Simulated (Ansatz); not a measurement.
F–CH–Ga, doublet: the ladder up to UCCSDT(Q)

Geometry: a PBE0/def2-TZVP stationary point for this spin, not checked as a minimum.

```xyz
4

F     0.0000   -0.3591    2.1394
C     0.0000    0.5643    1.1556
Ga    0.0000   -0.0220   -0.8053
H     0.0000    1.5648    1.6079
```

Basis cc-pVDZ; Ansatz 0.2.0. Only valence electrons are correlated (noble-gas cores and the filled d shells of p-block atoms frozen), which leaves 15 electrons in 44 orbitals. R marks a restricted (for open shells ROHF) determinant, U an unrestricted one. Active spaces: frontier = (9e, 9o) about the gap. No spin–orbit coupling is included, and no scalar relativity.

Full CI isn't at hand for all of this; UCCSDT(Q) serves as the reference, and is uncertain by about the last step of the cluster series. The frozen core follows each run's orbitals, which can shift R against U totals by a few meV for light atoms and by up to 0.1 eV past Ca.

- UHF ⟨S²⟩: 0.772
- T1 diagnostic (RCCSD): 0.0221
- largest doubles amplitude (RCCSD): 0.087
- T1 diagnostic (UCCSD): 0.0233

| level | E − E(UCCSDT(Q)) (kJ/mol) | share of correlation (%) | wall time |
| --- | --- | --- | --- |
| UHF | 997.0 | 1.08 | – |
| UMP2 | 107.0 | 89.38 | – |
| UCCSD | 27.5 | 97.27 | – |
| UCCSD(T) | 4.8 | 99.52 | 30 s |
| UCCSDT | 2.1 | 99.80 | – |

The correlation energy at UCCSDT(Q), counted from RHF, is -10.446 eV. That run took 2 min on 1 thread of Arm Neoverse V1, shared host.

Run but not shown, since their state or frozen core can't be matched to the reference's or they repeat it: RHF, RMP2, RCCSD, RCCSD(T), BCCD(T), RCCSDT, RCCSDT(Q), CASSCF (frontier space), MRCISD (frontier space), MRCISD+Q (frontier space).

Times hold each run's SCF and search for its determinant on a shared host, so for small cases they say little of a method's own cost; they ran on 1 thread of Arm Neoverse V1.

Atomization energy (electronic, same basis, no zero-point term; atoms at the same level, unrestricted beside the R rows where the molecule is a closed shell, but restricted open-shell past Ca, as are all atoms' steps beyond CCSDT(Q)) at UCCSDT(Q): 1035.2 kJ/mol. Errors of other levels:

```json
{"level": "UHF", "error (kJ/mol)": "-278.3"}
{"level": "UMP2", "error (kJ/mol)": "23.5"}
{"level": "UCCSD", "error (kJ/mol)": "-19.2"}
{"level": "UCCSD(T)", "error (kJ/mol)": "-2.8"}
{"level": "UCCSDT", "error (kJ/mol)": "-1.7"}
```

This basis is far from its limit, so the value isn't to be set against a measured one.
